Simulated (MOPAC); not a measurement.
MOPAC input (AM1):

```
AM1 FORCE THERMO(298,298) PRECISE LET CHARGE=1 GEO-OK AUX(PRECISION=9) THREADS=1
C3H9O

O     0.04152770 1   -0.69501594 1    0.17484159 1
C    -0.00672949 1    0.81842560 1    0.08390988 1
C     1.38783346 1   -1.25145368 1   -0.07790680 1
C    -1.44661161 1    1.19424156 1   -0.05402529 1
H     0.45000534 1    1.11479402 1    1.06611774 1
H     0.62857398 1    1.11290580 1   -0.78958936 1
H     1.26442121 1   -2.35689354 1    0.05252982 1
H     1.71842406 1   -0.96927376 1   -1.10552076 1
H     2.03174708 1   -0.80543276 1    0.72078208 1
H    -1.87119458 1    0.86794151 1   -1.03587944 1
H    -2.06480999 1    0.76432712 1    0.77424089 1
H    -1.52223552 1    2.31396017 1    0.00256696 1
H    -0.59312710 1   -1.07636363 1   -0.48975528 1
```

From the last part of the output:

```
     H   13   5.853077

          HEAT OF FORMATION =     124.990645 KCALS/MOLE

          ZERO POINT ENERGY      74.264 KCAL/MOL

           NORMAL COORDINATE ANALYSIS (Total motion = 1 Angstrom)

   Root No.       1         2         3         4         5         6         7         8

                 1 A       2 A       3 A       4 A       5 A       6 A       7 A       8 A

                  70.8     144.2     166.0     312.2     464.2     802.9     832.6     894.3

           1    0.0022   -0.0021    0.0050    0.0470   -0.0018   -0.0805    0.0061    0.0001
           2    0.0015   -0.0003    0.0001    0.0263    0.0492   -0.0149   -0.0048   -0.0168
           3    0.0466   -0.0077   -0.0317    0.0089   -0.0090   -0.0043   -0.0042   -0.0249
           4    0.0019   -0.0022    0.0057    0.0478   -0.0001    0.1040   -0.0132   -0.0100
           5    0.0116   -0.0044    0.0071    0.0126   -0.0525    0.0044   -0.0083    0.0051
           6    0.0427   -0.0120    0.0200   -0.0186    0.0102   -0.0119   -0.0267    0.0109
           7   -0.0055    0.0039   -0.0034   -0.0468   -0.0562   -0.0227   -0.0006   -0.0014
           8   -0.0018    0.0024   -0.0039   -0.0213    0.0414    0.0100    0.0060    0.0074
           9   -0.0491    0.0111    0.0085    0.0043   -0.0037    0.0016    0.0011   -0.0018
          10    0.0014   -0.0001   -0.0057   -0.0428    0.0550    0.0349   -0.0034   -0.0022
          11   -0.0142    0.0020   -0.0004   -0.0134   -0.0441   -0.0064   -0.0065   -0.0029
          12   -0.0416    0.0068    0.0078    0.0032    0.0081    0.0013   -0.0066    0.0134
          13    0.0045   -0.0036    0.0393    0.0410    0.0045    0.0327    0.0543    0.0682
          14    0.0761   -0.0174    0.0305   -0.0143   -0.0737    0.0481    0.1748   -0.0804
          15    0.0583   -0.0151    0.0324   -0.0248    0.0049   -0.0009    0.0387    0.0061
          16   -0.0019    0.0009   -0.0192    0.0779    0.0232   -0.0298   -0.0337   -0.0326
          17   -0.0296    0.0035   -0.0063    0.0132   -0.0540    0.0042   -0.1249    0.0569
          18    0.0920   -0.0221    0.0471   -0.0366    0.0008    0.0379    0.1338   -0.0412
          19   -0.0058   -0.0008   -0.0073   -0.0347   -0.0476   -0.0403    0.0032    0.0009
          20   -0.0088    0.0137   -0.0003   -0.1115   -0.0235    0.1417   -0.0269   -0.0224
          21    0.0037    0.1407    0.1584    0.0029    0.0033    0.0010    0.0083    0.0306
          22    0.0241    0.1099    0.1153   -0.0934   -0.0765    0.0186   -0.0035    0.0160
          23    0.0785    0.0335    0.0247    0.0076    0.0517   -0.0204   -0.0094   -0.0550
          24   -0.1079   -0.0459   -0.0516    0.0035   -0.0046    0.0064    0.0116    0.0320
          25   -0.0405   -0.0952   -0.1237   -0.0850   -0.0839    0.0153   -0.0208   -0.0469
          26   -0.0817   -0.0376   -0.0358    0.0077    0.0531   -0.0012    0.0341    0.0885
          27   -0.1029   -0.0487   -0.0560    0.0040   -0.0068    0.0117    0.0101    0.0277
          28   -0.0012   -0.1549    0.0838   -0.0986    0.0994   -0.0558   -0.0258    0.0352
          29   -0.0811   -0.0472    0.0300    0.0106   -0.0632    0.0461    0.1301   -0.1121
          30   -0.0557   -0.0390    0.0347   -0.0044    0.0131   -0.0060    0.0213   -0.0054
          31    0.0009    0.1379   -0.0926   -0.0771    0.0992   -0.0520    0.0446   -0.0169
          32    0.0271    0.0018    0.0036    0.0160   -0.0764    0.0425   -0.1082    0.0557
          33   -0.0913   -0.0894    0.0635   -0.0095    0.0195   -0.0031    0.0943   -0.0532
          34    0.0014    0.0209   -0.0187   -0.0448    0.0601    0.0276    0.0033   -0.0059
          35   -0.0068    0.0619   -0.0450   -0.0959    0.0378   -0.1964    0.0277    0.0223
          36   -0.0443    0.1805   -0.0949    0.0462   -0.0201    0.0677    0.0451   -0.0409
          37    0.0101    0.0003   -0.0166    0.0670   -0.0338   -0.0241    0.0850    0.1421
          38    0.0562   -0.0075   -0.0357    0.0122    0.0254    0.0776    0.0851    0.1981
          39    0.0823   -0.0107   -0.0619    0.0096   -0.0405    0.0614    0.0873    0.1724

   Root No.       9        10        11        12        13        14        15        16

                 9 A      10 A      11 A      12 A      13 A      14 A      15 A      16 A

                1010.3    1084.7    1114.4    1160.1    1202.0    1218.7    1247.1    1332.8

           1   -0.0319    0.0165   -0.0107   -0.0043    0.0156    0.0078    0.0046    0.0004
           2    0.0393   -0.0459    0.0147   -0.0010    0.0357    0.0105   -0.0014    0.0017
           3   -0.0031    0.0065   -0.0034   -0.0092   -0.0028    0.0305   -0.0147   -0.0032
           4    0.0478    0.0250   -0.0070   -0.0002   -0.0382    0.0042   -0.0040   -0.0041
           5   -0.0015    0.0067   -0.0096    0.0147    0.0213   -0.0273   -0.0412    0.0016
           6   -0.0016   -0.0137   -0.0286    0.0361   -0.0085   -0.0123    0.0186    0.0008
           7    0.0189   -0.0432    0.0152    0.0025   -0.0288   -0.0047   -0.0144    0.0205
           8   -0.0624    0.0569   -0.0089   -0.0009   -0.0413   -0.0029   -0.0040    0.0071
           9    0.0032    0.0054    0.0255    0.0146    0.0014   -0.0261    0.0142   -0.0337
          10   -0.0459   -0.0305    0.0058   -0.0017    0.0213   -0.0046   -0.0001    0.0019
          11    0.0007   -0.0034    0.0053   -0.0148   -0.0245    0.0235    0.0510   -0.0002
          12    0.0030    0.0082    0.0170   -0.0404    0.0082   -0.0100   -0.0145   -0.0004
          13    0.0346    0.0987    0.1275    0.0951    0.0383    0.1814    0.0198   -0.0091
          14   -0.0062    0.0094    0.0099   -0.1459    0.0218   -0.1042   -0.1406   -0.0035
          15   -0.0010    0.0066    0.0115    0.0162    0.0074    0.0134   -0.0012   -0.0019
          16    0.0624    0.0050   -0.1404   -0.0655   -0.0041   -0.1791    0.1537    0.0269
          17   -0.0248    0.0058   -0.0067    0.1201    0.0143    0.0033   -0.1624   -0.0164
          18    0.0150   -0.0039    0.0381   -0.0631   -0.0119    0.0457    0.0833    0.0063
          19   -0.0027   -0.0378    0.0191    0.0028   -0.0572   -0.0077   -0.0182   -0.0090
          20    0.0434    0.1263   -0.0635   -0.0056    0.2350    0.0190    0.0506    0.0886
          21   -0.0014   -0.0207   -0.0327   -0.0124   -0.0187    0.0476   -0.0255    0.3319
          22    0.0080    0.0220   -0.0858   -0.0383    0.1139    0.0616    0.0100   -0.3216
          23   -0.0263    0.0253    0.1562    0.0752   -0.0962   -0.1362    0.0357   -0.0802
          24   -0.0069   -0.0075   -0.0439   -0.0198   -0.0070    0.0393   -0.0211    0.1525
          25    0.0094    0.0775    0.0389    0.0285    0.1171   -0.0247    0.0523    0.0750
          26   -0.0241   -0.0869   -0.1130   -0.0637   -0.1043    0.0918   -0.0768   -0.1213
          27    0.0101   -0.0170   -0.0274   -0.0115    0.0137    0.0220   -0.0021   -0.0567
          28    0.0952    0.0539    0.0185   -0.0486   -0.0057   -0.0178   -0.0421    0.0017
          29   -0.0608   -0.0623   -0.0744    0.1577   -0.0270    0.0427    0.0835   -0.0020
          30    0.0193    0.0117   -0.0002   -0.0097    0.0007   -0.0093   -0.0142   -0.0002
          31    0.1008    0.0429   -0.0265    0.0498   -0.0113   -0.0082   -0.0537   -0.0110
          32   -0.0892   -0.0347    0.0662   -0.1305   -0.0049    0.0277    0.0931    0.0057
          33    0.0194   -0.0013   -0.0429    0.0759    0.0075   -0.0177   -0.0330    0.0025
          34   -0.0213   -0.0202   -0.0000    0.0050    0.0129   -0.0039   -0.0003    0.0022
          35    0.2522    0.1400   -0.0277    0.0003   -0.0780    0.0114    0.0174    0.0006
          36   -0.0769   -0.0494   -0.0145    0.0269    0.0238   -0.0162   -0.0005    0.0104
          37   -0.0276    0.0769    0.0507    0.0332    0.0936   -0.0645    0.0261    0.0197
          38    0.0642   -0.1109   -0.0227    0.0205    0.0037   -0.0429    0.0523    0.0003
          39    0.0155   -0.0196    0.0009    0.0214    0.0153   -0.0327    0.0291    0.0024

   Root No.      17        18        19        20        21        22        23        24

                17 A      18 A      19 A      20 A      21 A      22 A      23 A      24 A

                1335.7    1354.0    1357.3    1363.9    1381.0    1416.6    1437.2    1488.5

           1   -0.0026   -0.0019   -0.0016   -0.0156   -0.0272   -0.0101    0.0122   -0.0276
           2   -0.0016    0.0007    0.0010    0.0000   -0.0004    0.0013   -0.0199    0.0218
           3   -0.0015    0.0014   -0.0001    0.0051    0.0088    0.0026    0.0055    0.0006
           4    0.0034    0.0018   -0.0035   -0.0187   -0.0165   -0.0026   -0.0106    0.0110
           5    0.0052    0.0040    0.0054   -0.0363    0.0494    0.0255    0.0095   -0.0372
           6   -0.0006   -0.0021    0.0010    0.0089   -0.0132   -0.0073   -0.0064    0.0271
           7   -0.0291    0.0006    0.0016    0.0002    0.0100    0.0044    0.0130    0.0125
           8   -0.0136    0.0001    0.0015   -0.0019    0.0067    0.0012   -0.0290   -0.0041
           9   -0.0224   -0.0004   -0.0014   -0.0036   -0.0087   -0.0032   -0.0011   -0.0189
          10   -0.0016    0.0084   -0.0370    0.0024    0.0108    0.0139    0.0020   -0.0020
          11   -0.0020   -0.0203    0.0027    0.0061   -0.0052   -0.0656   -0.0023    0.0179
          12    0.0008   -0.0356   -0.0079   -0.0030    0.0023    0.0238    0.0010   -0.0068
          13   -0.0262    0.0059   -0.0105    0.2493    0.1464    0.0101    0.0530   -0.1026
          14   -0.0095   -0.0170   -0.0365    0.2107   -0.1185   -0.0406   -0.0259    0.0348
          15   -0.0103   -0.0063   -0.0094    0.1201   -0.0079   -0.0132   -0.0006    0.0188
          16   -0.0046   -0.0193    0.0037    0.2049    0.1660    0.0214    0.0300   -0.0249
          17   -0.0069    0.0020   -0.0213    0.0938   -0.0997   -0.0283   -0.0236    0.0311
          18    0.0154    0.0071    0.0262   -0.2361    0.0649    0.0353    0.0124   -0.0329
          19   -0.0051    0.0021    0.0022    0.0020    0.0200    0.0068   -0.0278    0.0084
          20   -0.1191   -0.0096   -0.0040   -0.0294   -0.0884   -0.0250    0.2570    0.0121
          21    0.2217   -0.0068   -0.0057    0.0179   -0.0019   -0.0004   -0.0025   -0.0022
          22    0.0752    0.0097    0.0023    0.0042    0.0175    0.0033   -0.1351   -0.0010
          23    0.1532   -0.0013   -0.0110   -0.0013   -0.0368   -0.0083    0.1930   -0.0080
          24   -0.1399   -0.0029    0.0051   -0.0038    0.0134    0.0027   -0.0770   -0.0106
          25    0.3108   -0.0042   -0.0100    0.0131   -0.0226   -0.0094   -0.1394   -0.0511
          26    0.1504    0.0087    0.0016    0.0162    0.0285    0.0138    0.2131    0.1022
          27    0.1980    0.0018   -0.0059    0.0116   -0.0087   -0.0020    0.0619    0.0071
          28    0.0099    0.1484    0.3098    0.0180   -0.0072   -0.0490    0.0036   -0.0378
          29   -0.0046   -0.0550    0.0964    0.0538   -0.0827    0.2492   -0.0051    0.0150
          30    0.0028    0.0105    0.0929    0.0109   -0.0177    0.0564    0.0002   -0.0099
          31    0.0092   -0.2948    0.1665   -0.0146    0.0147   -0.0463   -0.0002   -0.0175
          32   -0.0067    0.0702    0.0290    0.0499   -0.0564    0.1622    0.0005    0.0044
          33   -0.0006    0.0992   -0.1670   -0.0437    0.0617   -0.1897   -0.0002    0.0137
          34   -0.0008    0.0511   -0.0100    0.0055    0.0040    0.0103    0.0008   -0.0014
          35   -0.0039    0.1939   -0.1638   -0.0041   -0.0546    0.1590   -0.0092    0.0117
          36    0.0025    0.3336    0.1615    0.0208    0.0058   -0.0829    0.0041   -0.0112
          37   -0.0007    0.0023    0.0358   -0.0436    0.0403    0.0259   -0.0315    0.4084
          38   -0.0032   -0.0106   -0.0206   -0.0076   -0.0924   -0.0383   -0.0248   -0.2712
          39   -0.0016   -0.0043    0.0034   -0.0059   -0.0162   -0.0063   -0.0082    0.0024

   Root No.      25        26        27        28        29        30        31        32

                25 A      26 A      27 A      28 A      29 A      30 A      31 A      32 A
```

The dipole moment of an ion depends on the origin.
